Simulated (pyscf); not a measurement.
7 gas-phase steps of one pattern: four-centre exchange on the singlet surface, B–F/Cl/Br/I, H–H broken and B–H, F/Cl/Br/I–H formed. PySCF, gas phase, ωB97X-D3(BJ)/def2-SVP geometries. Electronic energies in kJ/mol, from the separated reactants; ΔE‡ and ΔE at ωB97M-D3(BJ)/def2-TZVP. Rows were drawn at random from the steps of this pattern with a verified saddle, stable references and no exit in the data more than 5 kcal/mol lower.

```csv
row,step,ΔE,ΔE‡
1,H₂N–B(Cl)–Cl (SMILES NB(Cl)Cl) + H₂ (SMILES [H][H]) -> H₂N–BH–Cl (SMILES NBCl) + HCl (SMILES Cl),+55.1,197.1
2,HO–B(OH)–Cl (SMILES OB(O)Cl) + H₂ (SMILES [H][H]) → HO–BH–OH (SMILES OBO) + HCl (SMILES Cl),+62.3,192.3
3,O=B–F (SMILES O=BF) + H₂ (SMILES [H][H]) -> HB=O (SMILES B=O) + HF (SMILES F),+69.9,?
4,H₂N–BH–Cl (SMILES NBCl) + H₂ (SMILES [H][H]) → H₂B–NH₂ (SMILES BN) + HCl (SMILES Cl),+70.1,180.5
5,F–BH–Cl (SMILES FBCl) + H₂ (SMILES [H][H]) -> H₂B–F (SMILES BF) + HCl (SMILES Cl),+80.6,150.0
6,H₃C–BH–Cl (SMILES CBCl) + H₂ (SMILES [H][H]) -> H₂B–CH₃ (SMILES BC) + HCl (SMILES Cl),+86.6,120.5
7,F–B(Cl)–Cl (SMILES FB(Cl)Cl) + H₂ (SMILES [H][H]) → Cl–BH–Cl (SMILES ClBCl) + HF (SMILES F),+118.1,204.5
```

Question: From a straight line through the complete rows, estimate the missing barrier and say how far the line can be trusted.

Answer: Over the 6 complete rows the means are +78.8 (ΔE) and 174.2 (ΔE‡); least squares gives b = -0.07 and a = 179.7 kJ/mol, with residuals of 29.6 kJ/mol (root mean square; largest 53.1, row 6). For row 3: 179.7 + -0.07 × (+69.9) = 174.8 kJ/mol. The computed barrier is 226.8 kJ/mol, 52.0 over the line. The scatter is large against the spread of the barriers, so the line says little here. Each barrier is that of the saddle found.
